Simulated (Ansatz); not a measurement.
Input file for `NC(S)CS`:

```yaml
crystal:
  periodic: [false, false, false]
  atoms:
    - {symbol: N, position_ang: [1.461101, 0.953009, -0.642830]}
    - {symbol: C, position_ang: [0.311612, 0.589408, 0.151559]}
    - {symbol: S, position_ang: [0.988712, -0.045937, 1.720138]}
    - {symbol: C, position_ang: [-0.606137, -0.408778, -0.547610]}
    - {symbol: S, position_ang: [-2.147668, -0.819123, 0.307485]}
    - {symbol: H, position_ang: [1.957701, 0.130343, -0.964398]}
    - {symbol: H, position_ang: [1.186551, 1.497961, -1.449921]}
    - {symbol: H, position_ang: [-0.249770, 1.499755, 0.375747]}
    - {symbol: H, position_ang: [-0.197570, -0.373604, 2.258584]}
    - {symbol: H, position_ang: [-0.921824, 0.030012, -1.499851]}
    - {symbol: H, position_ang: [-0.059824, -1.327182, -0.772003]}
    - {symbol: H, position_ang: [-1.645885, -1.780965, 1.097102]}
basis:
  gaussian: {orbitals: def2-TZVPP}
correlation: {method: ccsd_t}
output: {orbitals: {seedname: orbitals}}
```

```sh
$ ansatz run in.yaml --threads 4 --pin off --events-out ev --progress --plain
```

Output of Ansatz, abridged:

```
Functional definition: HF
1594 factors; integrals over basis functions are off by at most 9.1e-4 eV
mean field evaluation 1: about -25286.1511 eV, gradient 3.4e1 eV
mean field evaluation 2: about -25286.4650 eV, gradient 3.5e1 eV
mean field evaluation 4: about -25289.7996 eV, gradient 4.6e0 eV
mean field evaluation 8: about -25289.8808 eV, gradient 3.5e-1 eV
mean field evaluation 16: about -25289.8815 eV, gradient 2.1e-6 eV
mean field -25289.88149305 eV, -929.3860027721 hartree, gradient 2.1e-6 eV, S^2 0.000000; 0 other end points of the search recorded, 0 dependent functions left out
13 core orbitals not correlated: weight in the atoms' cores, before any rotation towards them, 1.000 or more for the frozen orbitals, at most 0.000 for the correlated occupied ones
reference -25289.88149305 eV, -929.3860027721 hartree; 16, 16 occupied and 246, 246 virtual orbitals, 1594 factors
second order -25.07850582 eV of doubles, -0.00000000 eV of singles
cycle   1  -25.88068583 eV  change   -8.0e-1 eV  update   1.0e-1
cycle   2  -26.52069447 eV  change   -6.4e-1 eV  update   3.0e-2
cycle   3  -26.62964255 eV  change   -1.1e-1 eV  update   1.4e-2
cycle   4  -26.62346769 eV  change    6.2e-3 eV  update   3.2e-3
cycle   5  -26.62264786 eV  change    8.2e-4 eV  update   1.5e-3
cycle   6  -26.62276846 eV  change   -1.2e-4 eV  update   4.9e-4
cycle   7  -26.62251445 eV  change    2.5e-4 eV  update   2.4e-4
cycle   8  -26.62247530 eV  change    3.9e-5 eV  update   8.4e-5
cycle   9  -26.62249497 eV  change   -2.0e-5 eV  update   3.3e-5
perturbative correction -1.18024000 eV, -0.0433730202 hartree
Total energy: -25317.68422802 eV, -930.4077344370 hartree
```

It took 4.9 min on 4 threads of a server CPU on a shared host, with 7.4 GiB of host memory at the peak.

MP2 recovers 90.2 % of the CCSD(T) correlation energy and the triples give 4.2 %; T1 = 0.0107.
